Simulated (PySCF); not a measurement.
# Vibration and rotation of MgF⁻

RHF-CCSD(T) constants of MgF⁻, ¹Σ⁺ (singlet), closed shell (PySCF, no relativity, basis sets Mg aug-cc-pVDZ, F aug-cc-pVDZ; masses 23.9850 and 18.9984 u):

```
ωe              : 559.4 cm⁻¹
ωexe            : 4.69 cm⁻¹
Be              : 0.46395 cm⁻¹
αe              : 0.00563 cm⁻¹
D (centrifugal) : 1.28e-06 cm⁻¹
De to Mg + F⁻   : 2.51 eV
```

(1) Give the band origin of the fundamental and the first lines of its P and R branches.

(2) Near which J would the R branch turn back, without centrifugal distortion?

Correlated steps freeze 2 core orbitals. Correlated levels converge slowly with the basis: in double zeta they bind strong bonds too weakly, by up to about 1 eV, and carry superposition errors of some tenths. For an ion De counts to the pair picked by the measured ionisation energies or electron affinities, which need not be the lowest pair at this level.

Results:

(1) ν0 = ωe − 2ωexe = 550.0 cm⁻¹, B0 = 0.46113, B1 = 0.45550 cm⁻¹.

| J″ | P(J″) − ν0 | R(J″) − ν0 |
| --- | --- | --- |
| 0 |  | 0.911 |
| 1 | -0.922 | 1.811 |
| 2 | -1.856 | 2.699 |
| 3 | -2.800 | 3.576 |
| 4 | -3.756 | 4.442 |
| 5 | -4.723 | 5.296 |
| 6 | -5.701 | 6.139 |

(2) At J ≈ (B0 + B1)/(2(B0 − B1)) − 1 ≈ 80.
